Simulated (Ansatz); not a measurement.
# P2Si: the cost of one run

The runs use Ansatz 0.2.0, Gaussian basis; cc-pVTZ, core rule «outside noble gas», up to 15 orbitals frozen.

To be run: UHF; CCSD(T) on ROHF; CCSD(T) on UHF; BCCD(T) on ROHF; CCSDT(Q) on ROHF; CCSDT(Q) on UHF; CASSCF and NEVPT2, 13 electrons in 12 orbitals.

2 further runs of the same task are left out: 2 set aside as unsound or not needed.

## (1) The system

The geometry is a PBE0/def2-TZVP stationary point (not a proven minimum) of the parent state, kept for this charge and spin.

3 atoms, charge 1, spin multiplicity 2.

Atoms are counted from 1 here; the program's logs count them from 0.

Bond lengths: P1–P2 2.051 Å, P1–Si3 2.217 Å, P2–Si3 2.217 Å. Angles: P2–P1–Si3 62.5°, P1–P2–Si3 62.5°, P1–Si3–P2 55.1°.

Geometry (Å):

```xyz
3
P2Si
P     0.00000   -1.02529    0.61315
P     0.00000    1.02529    0.61315
Si    0.00000    0.00000   -1.35240
```

## (2) UHF

Contents of in.yaml:

```yaml
crystal:
  periodic: [false, false, false]
  atoms:
    - {symbol: P, position_ang: [0.000000, -1.025294, 0.613145]}
    - {symbol: P, position_ang: [0.000000, 1.025294, 0.613145]}
    - {symbol: Si, position_ang: [0.000000, 0.000000, -1.352400]}
basis:
  gaussian: {orbitals: cc-pVTZ}
total_charge: 1
magnetization: {spin_polarized: true, initial_magnetization: 1}
hamiltonian: {xc: hf}
output: {orbitals: {seedname: orbitals}}
```

Run with:

```
ansatz run in.yaml --threads 1 --pin off --events-out ev --progress --plain --max-ram 4096MiB --backend cpu
```

**Question.** How long does this run take on 1 thread of AMD EPYC 7R13, shared host, and how much memory does it need?

About 22 s, with a peak of 0.34 GiB.
